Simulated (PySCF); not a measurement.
Ligands exchanged one at a time, B F-I. Gas-phase values, no solvent. Strings in code marks are SMILES.

The numbers are results of PBE-D3(BJ)/def2-TZVP // B3LYP-D3(BJ)/def2-TZVP run with PySCF, not measurements. 

| species | dipole moment (D) | S1 oscillator strength |
|---|---|---|
| 0 of 3 F replaced by I (`FB(F)F`) | ___ | 0.000 |
| 1 of 3 F replaced by I | 0.39 | 0.000 |
| 2 of 3 F replaced by I (`FB(I)I`) | 0.42 | 0.000 |
| 3 of 3 F replaced by I (`IB(I)I`) | ___ | 0.000 |

Problem. Some entries are withheld; supply them.

Solution. 
- 0 of 3 F replaced by I (`FB(F)F`), dipole moment (D): 0.00
- 3 of 3 F replaced by I (`IB(I)I`), dipole moment (D): 0.00
